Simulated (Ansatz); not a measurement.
**Elastic constant C44 of zinc-blende CdTe at several levels of theory**

No measured value is used here.

```json
[
 {"level (code)": "LDA (Ansatz)", "value (GPa)": "21.6", "cell (Å³/atom)": "32.90"},
 {"level (code)": "PBE (Ansatz)", "value (GPa)": "18.6", "cell (Å³/atom)": "36.22"},
 {"level (code)": "r²SCAN (Ansatz)", "value (GPa)": "19.9", "cell (Å³/atom)": "35.25"},
 {"level (code)": "HSE06 (Ansatz)", "value (GPa)": "20.5", "cell (Å³/atom)": "35.33"}
]
```

Each level is taken at its own relaxed cell. Cutoffs and k meshes differ between the levels. Ansatz's density-functional and Hartree–Fock values are scalar-relativistic unless marked +SOC, with PAW data made under PBE.

Ansatz is a first-principles code.
